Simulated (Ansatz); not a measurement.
Two structures of BSiH7O, singlet, reached by relaxing down either side of one saddle point (PBE0-D4/def2-TZVP). Energies are electronic, without zero-point energy. Ansatz 0.2.0; basis: def2-TZVPP and def2-QZVPP; cores frozen in the correlated methods. Extrapolation: Hartree–Fock as exp(−7.88 √X), correlation as X^−2.97. First:

```xyz
10
angstrom
B -0.7740 0.1815 -0.2686
Si 0.4205 -1.2116 0.5705
H -0.9468 0.0008 -1.4521
H -1.7752 0.4655 0.3349
H 0.9624 1.4774 -0.6247
O 0.1047 1.6079 -0.2010
H 1.8321 -1.0490 0.0723
H 0.5294 -1.1716 2.0596
H 0.0103 -2.5964 0.1979
H -0.3636 2.2956 -0.6891
```

Second:

B1  (-1.218, 0.986, -0.692)
Si2  (1.056, -1.375, 0.692)
H3  (-1.147, 0.809, -1.878)
H4  (-1.667, 0.163, 0.053)
H5  (1.053, -0.564, -0.555)
O6  (-0.806, 2.144, -0.138)
H7  (2.376, -2.042, 0.826)
H8  (0.823, -0.490, 1.859)
H9  (-0.012, -2.402, 0.612)
H10  (-0.458, 2.771, -0.778)
(Å)

Task: Which bonds change from the first to the second?

Result: BSiH₅ ([BH2][SiH3]) + H₂O → BH₃O ([BH2][OH]) + SiH₄; bonds formed: Si2–H5; dative contacts that become bonds: B1–O6; bonds broken: B1–Si2, H5–O6.

Task: Give the saddle point's structure and its height above each. (To be estimated.)

Result: By the calculation: 25.77 kcal/mol above the first and 50.22 kcal/mol above the second (CCSD(T) at an estimated basis limit (MP2 extrapolated from triple and quadruple zeta, plus CCSD(T) − MP2 in triple zeta)).
B1  (-0.816, 0.379, -0.329)
Si2  (0.604, -1.019, 0.512)
H3  (-0.916, -0.011, -1.459)
H4  (-1.740, 0.244, 0.421)
H5  (0.417, 0.828, 0.135)
O6  (-0.201, 1.835, -0.225)
H7  (1.901, -1.226, -0.193)
H8  (0.881, -0.923, 1.971)
H9  (-0.270, -2.193, 0.257)
H10  (0.139, 2.086, -1.091)
(Å)

No T1 diagnostic of these runs exceeds 0.013.

Labels in which every atom is bracketed show which atoms are joined, not bond orders.

For scale, one of the runs: CCSD(T)/def2-TZVPP, 202 basis functions (an equivalent command: `ansatz run in.yaml --threads 2`). Hardware: 2 CPU threads, shared host. Wall time 39 s; peak host memory 2.7 GiB.
